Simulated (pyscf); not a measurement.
A first-order saddle from PySCF, ωB97X-D3(BJ)/def2-SVP:

```xyz
9

In    -0.0237    -0.0246     0.4987
C     -1.9037    -1.0897     0.5167
H     -1.9647    -1.7383    -0.3727
H     -2.7276    -0.3600     0.4663
H     -2.0265    -1.7098     1.4165
N      0.2490     1.2700    -1.2734
H      1.4103     0.5724    -0.3698
H     -0.0429     1.2711    -2.2565
H      0.6199     2.1962    -1.0545
```
Charge 0, spin multiplicity 1.

Surface: singlet, charge 0. Lowest wavenumbers (cm⁻¹): 1391i, 31, 122, 252, 440.

Question: Name the species on either side of this saddle.

Answer: H₃C–In (SMILES [CH3][In]) [singlet] + NH₃ (SMILES N) <-> H₃C–InH–NH₂ (SMILES [CH3][InH][NH2]), an insertion read from left to right: H–N broken and In–N, H–In formed. At CCSD(T)/def2-TZVPP + ΔMP2(QZVPP) it lies +47.2 kcal/mol from the left side and +49.5 kcal/mol from the right (each side as separated species at their lowest minima found). On the reactant side the descent ends in a bound adduct, 10.9 kcal/mol under the separated species and 60.0 kcal/mol under the saddle at ωB97X-D3(BJ)/def2-TZVP. This is the saddle that the search found; another between the same sides may lie lower. The CCSD(T) − MP2 part came from Ansatz, without density fitting, on the same reference. The frozen core leaves the outer d or s,p core shells of the metals and heavy elements correlated in the MP2 and CC values, and def2-TZVPP describes them poorly, which can shift differences by a few kcal/mol. Elements past Kr carry the def2 core potentials, without spin-orbit coupling.
